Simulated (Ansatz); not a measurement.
`N[SiH2]F` → H–F + `N[SiH]` at 700 K and 1 bar (silylene formation by 1,1-elimination).

Computed with Ansatz on PBE0-D4/def2-TZVP structures; ΔE is electronic, products minus reactants. CBS: MP2 limit from def2 TZ/QZ plus the TZ coupled-cluster correction, frozen cores. This one scheme is used for every species. Each species was taken in one conformer, which may not be the lowest.

| species | CCSD(T)/CBS energy (Eh) | H − E (kJ/mol) | S (J/(mol·K)) |
| --- | --- | --- | --- |
| `N[SiH2]F` | -446.07709 | 173.7 | 359.9 |
| H–F | -100.39570 | 45.2 | 198.5 |
| `N[SiH]` | -345.56329 | 124.5 | 297.7 |

H − E and S are ideal-gas, rigid-rotor, harmonic terms from PBE0-D4/def2-TZVP, for one conformer and one mirror image of each species. 1 Eh = 2625.50 kJ/mol, R = 8.31446 J/(mol·K).

Problem. By hand: ΔE, ΔH, ΔS and ΔG.

Solution. ΔE = (-100.39570) + (-345.56329) − (-446.07709) = 0.11810 Eh = 310.1 kJ/mol. Δ(H − E) = 45.2 + 124.5 − 173.7 = -4.0, so ΔH = 306.1 kJ/mol. ΔS = 198.5 + 297.7 − 359.9 = 136.3 J/(mol·K). ΔG = 306.1 − 700 × (136.3)/1000 = 210.7 kJ/mol.

Problem. By hand: the equilibrium constant, and the temperature at which ΔG would vanish if ΔH and ΔS stayed fixed.

Solution. log₁₀ K = −ΔG/(RT ln 10) = -15.7. ΔG = 0 at ΔH/ΔS = 2246 K.

The number of gas molecules changes by +1, which sets the sign of ΔS. A doubt of 5 kJ/mol in ΔE shifts log₁₀ K by 0.4 here. Other conformers and mirror images would add mixing entropy, several J/(mol·K) or more a flexible species. These are equilibria of isolated gas molecules and say nothing of rates. Largest T1 diagnostic: 0.015 (customary marks: 0.02 for closed shells, 0.045 for open ones).
